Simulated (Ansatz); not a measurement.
# C2HF: a ladder of functionals and wavefunction methods

An exercise on one series of results from a longer session: the logs are not shown, and one member is left open.

The runs use Ansatz 0.2.0, Gaussian basis; functionals in def2-TZVPP, the program's frozen cores in correlated methods.

The runs, in order: LDA (SPW92), PBE-D4, revPBE-D4, BLYP-D4, r2SCAN-D4, B97M-V, PBE0-D4, B3LYP-D4, r2SCANh-D4, r2SCAN0-D4, HSE06-D4, BHLYP-D4, CAM-B3LYP-D4, LC-ωPBE, ωB97X-V, ωB97M-V, B2PLYP, PBE-QIDH; CCSD(T)/def2-SVP; CCSD(T)/def2-TZVPP; CCSD(T)/def2-QZVPP; extrapolation to the limit; RPA on PBE.

## Structure used throughout

An earlier PBE0-D4 in a triple-zeta def2 set relaxation fixed the geometry.

SMILES `C#CF`, 4 atoms, charge 0, spin multiplicity 1.

Atoms are counted from 1 here; the program's logs count them from 0.

Bond lengths: C1–C2 1.192 Å, C1–H4 1.063 Å, C2–F3 1.270 Å. Angles: C2–C1–H4 180.0°, C1–C2–F3 180.0°.

Set-up of the first run:

in.yaml

```yaml
crystal:
  periodic: [false, false, false]
  atoms:
    - {symbol: C, position_ang: [-0.347158, 0.438055, -0.295213]}
    - {symbol: C, position_ang: [0.317092, -0.395997, 0.238633]}
    - {symbol: F, position_ang: [1.024253, -1.284235, 0.807182]}
    - {symbol: H, position_ang: [-0.938688, 1.181878, -0.770903]}
basis:
  gaussian: {orbitals: def2-TZVPP}
hamiltonian: {xc: lda}
output: {orbitals: {seedname: orbitals}}
```

Run with:

```console
ansatz run in.yaml --threads 2 --pin off --events-out ev --progress --plain --max-ram 32768MiB --backend cpu
```

Among the steps run: LDA; PBE-D4 (GGA); revPBE-D4 (GGA); BLYP-D4 (GGA); r2SCAN-D4 (meta-GGA); B97M-V (meta-GGA); PBE0-D4 (hybrid); B3LYP-D4 (hybrid); r2SCANh-D4 (hybrid); r2SCAN0-D4 (hybrid); HSE06-D4 (hybrid); BHLYP-D4 (hybrid); CAM-B3LYP-D4 (range-separated); LC-ωPBE (range-separated); ωB97X-V (range-separated); ωB97M-V (range-separated); B2PLYP (double hybrid); PBE-QIDH (double hybrid).

One table of the session follows, with a row left open; its other results are not shown here.

It belongs to the step «Frontier levels by functional». 

| functional | HOMO (eV) | LUMO (eV) | gap (eV) |
| --- | --- | --- | --- |
| LDA (SPW92) | -7.15 | 0.03 | 7.18 |
| PBE-D4 | -6.95 | 0.20 | 7.15 |
| revPBE-D4 | -6.88 | 0.28 | 7.16 |
| BLYP-D4 | -6.82 | 0.18 | 7.00 |
| r2SCAN-D4 | -7.21 | 0.76 | 7.96 |
| B97M-V | ? | ? | ? |
| PBE0-D4 | -8.31 | 1.29 | 9.60 |
| B3LYP-D4 | -8.07 | 0.89 | 8.96 |
| r2SCANh-D4 | -7.72 | 1.14 | 8.86 |
| r2SCAN0-D4 | -8.48 | 1.67 | 10.15 |
| HSE06-D4 | -7.90 | 0.91 | 8.81 |
| BHLYP-D4 | -9.52 | 2.12 | 11.64 |
| CAM-B3LYP-D4 | -9.74 | 2.20 | 11.95 |
| LC-ωPBE | -11.17 | 3.68 | 14.86 |
| ωB97X-V | -10.74 | 3.44 | 14.18 |
| ωB97M-V | -10.62 | 3.08 | 13.70 |

Estimate the missing values for B97M-V.

As computed: HOMO (eV): -7.20; LUMO (eV): 0.61; gap (eV): 7.81. In the column «HOMO (eV)» it lies between r2SCAN-D4 (-7.21) and LDA (SPW92) (-7.15).
